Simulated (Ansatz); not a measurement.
1T (CdI2-type) PtSe₂: properties by level of theory

Reference values: lattice constant a 3.727 Å (measured, temperature not stated, not corrected to a static lattice; as tabulated in Björkman (2014), arXiv:1406.2436); lattice parameter c 5.074 Å (measured, temperature not stated, zero-point anharmonic expansion removed (computed with revB86b-DF2); no thermal correction; as tabulated in Björkman (2014), arXiv:1406.2436).

| level (code) | equilibrium lattice constant a (Å) | c axis length (Å) |
|---|---|---|
| LDA (Ansatz) | 3.741 | 4.762 |
| PBE-D3(BJ) (Ansatz) | 3.772 | 4.823 |
| r²SCAN-D4 (Ansatz) | 3.725 | 5.376 |
| PBE0-D4 (Ansatz) | 3.713 | 4.967 |

Differences from the reference values (errors of the level alone only where the reference is corrected to a static lattice):

```csv
level,lattice constant a (%),lattice parameter c (%)
LDA,+0.38,-6.15
PBE-D3(BJ),+1.21,-4.95
r²SCAN-D4,-0.05,+5.95
PBE0-D4,-0.38,-2.11
```

Nearest: lattice constant a, not ranked (reference at room or unstated temperature); lattice parameter c, not ranked (reference at room or unstated temperature).

Caveats: LDA has no dispersion term either, though it tends to give short spacings of layers, chains or molecules (LDA); exact exchange on metals is sensitive to the k mesh and can open a false gap (PBE0-D4). Ansatz's density-functional and Hartree–Fock values are scalar-relativistic unless marked +SOC, with PAW data made under PBE.

Differences are worked out from the printed values.

The computed numbers hold no vibrational or temperature effects.

Ansatz is a program for electronic structure.
